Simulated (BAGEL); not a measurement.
# UHF/3-21G (density fitting with cc-pvqz-jkfit) run of C2F3 (trifluorovinyl radical)

Aim: the vertical ionisation energy of C2F3 (trifluorovinyl radical) at UHF/3-21G (density fitting with cc-pvqz-jkfit), from 2 runs. 

The results are computed with BAGEL 1.2.2.

2 further runs of the same task are left out: 2 set aside as unsound or not needed.

## Step 1: The molecule

C2F3 has 5 atoms, charge 0, and is taken as a doublet. As SMILES, `F[C]=C(F)F`. Geometry: relaxed at PBE0-D4/def2-TZVP.

Bond lengths: F1–C2 1.297 Å, C2–C3 1.311 Å, C3–F4 1.317 Å, C3–F5 1.311 Å. Angles: F1–C2–C3 129.8°, C2–C3–F4 124.9°, C2–C3–F5 123.2°, F4–C3–F5 111.9°.

## Step 2: A single-point energy at UHF/3-21G (density fitting with cc-pvqz-jkfit)

Input file calc.json:

```json
{ "bagel": [

{
  "title": "molecule",
  "basis": "3-21g",
  "df_basis": "cc-pvqz-jkfit",
  "angstrom": "true",
  "geometry": [
    { "atom": "F", "xyz": [       0.577720,      -1.033470,       1.511080 ] },
    { "atom": "C", "xyz": [       0.506940,       0.038840,       0.785720 ] },
    { "atom": "C", "xyz": [      -0.126500,       0.247860,      -0.343200 ] },
    { "atom": "F", "xyz": [      -0.848620,      -0.650470,      -0.980670 ] },
    { "atom": "F", "xyz": [      -0.109540,       1.397240,      -0.972920 ] }
  ]
},

{ "title": "uhf", "nopen": 1 },

{ "title": "print", "file": "orbitals.molden", "orbitals": "true" }

]}
```

Run with:

```
$ BAGEL_NUM_THREADS=1 BAGEL calc.json > calc.out
```

The program printed:

```text
* using 1 threads per process

  ===============================================================
  ===============================================================

  *** Geometry ***

  { "atom" : "F", "xyz" : [      1.091733,     -1.952975,      2.855527 ] },
  { "atom" : "C", "xyz" : [      0.957978,      0.073397,      1.484796 ] },
  { "atom" : "C", "xyz" : [     -0.239050,      0.468388,     -0.648554 ] },
  { "atom" : "F", "xyz" : [     -1.603659,     -1.229210,     -1.853198 ] },
  { "atom" : "F", "xyz" : [     -0.207001,      2.640401,     -1.838552 ] },

  Number of auxiliary basis functions:      530

  Since a DF basis is specified, we compute 2- and 3-index integrals:
    o Being stored without compression. Storage requirement is 0.009 GB

  Number of basis functions:       45
  Number of electrons      :       39

    * METHOD: MOLECULE                             0.11

  *** Open-shell HF ***

  === Nuclear Repulsion ===
   163.4039437925

      * DIIS with orbital gradients will be used.

  === UHF iteration (3-21g) ===
      0       -371.72542517          0.06017062           0.03
      1       -371.83504934          0.03690380           0.03
      2       -371.86753808          0.02235617           0.03
      3       -371.88384881          0.00180876           0.03
      4       -371.88549454          0.00063108           0.03
      5       -371.88630591          0.00029225           0.03
      6       -371.88729074          0.00018926           0.03
      7       -371.88817263          0.00016195           0.03
      8       -371.88888557          0.00014772           0.03
      9       -371.89036700          0.00012338           0.03
     10       -371.89072328          0.00009280           0.03
     11       -371.89068288          0.00005963           0.03
     12       -371.89075732          0.00001192           0.03
     13       -371.89075911          0.00000426           0.03
     14       -371.89075908          0.00000187           0.03
     15       -371.89075913          0.00000098           0.03
     16       -371.89075915          0.00000055           0.03
     17       -371.89075916          0.00000024           0.03
     18       -371.89075917          0.00000009           0.03
     19       -371.89075917          0.00000003           0.03
     20       -371.89075917          0.00000001           0.03
     21       -371.89075917          0.00000001           0.03
    * SCF iteration converged.

    * S^2 (UHF) is 0.9824

    * Permanent dipole moment:
           (   -0.177071,    -0.159265,    -0.191212) a.u.

    * METHOD: UHF                                  0.73

    * METHOD: PRINT                                0.00

  ===============================================================
```

It took 1 s on 1 thread of AMD EPYC 9R45 (Zen 5), shared host; peak memory 0.08 GiB.

## Step 3: The singlet cation, same level

Input file hf.json:

```json
{ "bagel": [

{
  "title": "molecule",
  "basis": "3-21g",
  "df_basis": "cc-pvqz-jkfit",
  "angstrom": true,
  "geometry": [
    { "atom": "F", "xyz": [    0.577720,   -1.033470,    1.511080 ] },
    { "atom": "C", "xyz": [    0.506940,    0.038840,    0.785720 ] },
    { "atom": "C", "xyz": [   -0.126500,    0.247860,   -0.343200 ] },
    { "atom": "F", "xyz": [   -0.848620,   -0.650470,   -0.980670 ] },
    { "atom": "F", "xyz": [   -0.109540,    1.397240,   -0.972920 ] }
  ]
},
{
  "title": "hf",
  "charge": 1
},
{
  "title": "print",
  "file": "orbitals.molden",
  "orbitals": true
}

]}
```

Run with:

```
$ BAGEL_NUM_THREADS=1 BAGEL hf.json > hf.out
```

The program printed:

```text
* using 1 threads per process

  ===============================================================
  ===============================================================

  *** Geometry ***

  { "atom" : "F", "xyz" : [      1.091733,     -1.952975,      2.855527 ] },
  { "atom" : "C", "xyz" : [      0.957978,      0.073397,      1.484796 ] },
  { "atom" : "C", "xyz" : [     -0.239050,      0.468388,     -0.648554 ] },
  { "atom" : "F", "xyz" : [     -1.603659,     -1.229210,     -1.853198 ] },
  { "atom" : "F", "xyz" : [     -0.207001,      2.640401,     -1.838552 ] },

  Number of auxiliary basis functions:      530

  Since a DF basis is specified, we compute 2- and 3-index integrals:
    o Being stored without compression. Storage requirement is 0.009 GB

  Number of basis functions:       45
  Number of electrons      :       39

    * METHOD: MOLECULE                             0.11

  *** RHF ***

  === Nuclear Repulsion ===
   163.4039437925

      * DIIS with orbital gradients will be used.

  === RHF iteration (3-21g) ===
      0       -371.19398446          0.03741594           0.02
      1       -371.33240798          0.02860177           0.02
      2       -371.43626181          0.00322030           0.02
      3       -371.43902969          0.00151644           0.02
      4       -371.43962310          0.00055818           0.02
      5       -371.43976267          0.00017488           0.02
      6       -371.43977853          0.00005703           0.02
      7       -371.43978010          0.00002247           0.02
      8       -371.43978028          0.00001006           0.01
      9       -371.43978031          0.00000263           0.02
     10       -371.43978031          0.00000093           0.02
     11       -371.43978031          0.00000044           0.01
     12       -371.43978031          0.00000023           0.02
     13       -371.43978031          0.00000010           0.02
     14       -371.43978031          0.00000009           0.02
     15       -371.43978031          0.00000008           0.02
     16       -371.43978031          0.00000007           0.02
     17       -371.43978031          0.00000006           0.02
     18       -371.43978031          0.00000004           0.02
     19       -371.43978031          0.00000002           0.02
     20       -371.43978031          0.00000001           0.01
    * SCF iteration converged.

    * Permanent dipole moment:
           (   -0.770541,    -0.339757,    -1.033403) a.u.

    * METHOD: HF                                   0.36

    * METHOD: PRINT                                0.00

  ===============================================================
```

It took 0.64 s on 1 thread of AMD EPYC 9R45 (Zen 5), shared host; peak memory 0.08 GiB.

## Step 4: What came out

At UHF/3-21G (density fitting with cc-pvqz-jkfit):

```
                                          quantity          value
                        doublet C2F3: total energy  -371.89076 Eh
                       doublet C2F3: dipole moment         0.78 D
                                doublet C2F3: ⟨S²⟩          0.982
                      singlet cation: total energy  -371.43978 Eh
                       singlet cation: HOMO energy      -20.22 eV
                       singlet cation: LUMO energy      -10.26 eV
                     singlet cation: HOMO–LUMO gap        9.96 eV
vertical ionisation energy (to the singlet cation)      12.272 eV
```

What this shows: Removing an electron at fixed nuclei costs 12.27 eV (283 kcal/mol). Only the singlet of the ionised species was computed; a triplet could lie lower. ⟨S²⟩ (doublet C2F3) is 0.98 where a pure doublet has 0.75: the reference is spin-contaminated.
